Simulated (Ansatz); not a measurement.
## The standard entropy of SiO2 (silicon dioxide molecule) from a frequency calculation

A linear singlet with charge 0, relaxed at PBE0-D4/def2-TZVP (Ansatz 0.2.0):

```xyz
3

O     0.6977    1.2296    0.5188
Si    0.0000    0.0000    0.0000
O    -0.6977   -1.2296   -0.5188
```

Harmonic wavenumbers in cm⁻¹: 299, 299, 1015, 1469.

Masses in u: O 15.999, Si 28.085. Take T = 298.15 K, p = 1 bar, R = 8.3145 J/(mol K), kT/hc = 207.22 cm⁻¹, rigid rotor and harmonic oscillator.

Task: Compute the standard molar entropy.

Result: 
1. Translation (Sackur–Tetrode): S = R[3/2 ln M + 5/2 ln T − 1.1517] with M = 60.083 gives 159.9 J/(mol K).
2. Rotation: the moment of inertia is 72.567 u Å², so B = 16.8576/I = 0.2323 cm⁻¹; σ = 2; q = kT/(σhcB) = 446.0; S = R(ln q + 1) = 59.0.
3. Vibration: with u = ν̃/207.22, each mode gives R[u/(eᵘ − 1) − ln(1 − e⁻ᵘ)]; the sum is 12.3, most from 299 cm⁻¹ (6.0), 299 cm⁻¹ (6.0), 1015 cm⁻¹ (0.4).
4. Spin: R ln 1 = 0.0.
5. Sum: 159.9 + 59.0 + 12.3 + 0.0 = 231.2 J/(mol K).

No measured value is set beside it here.
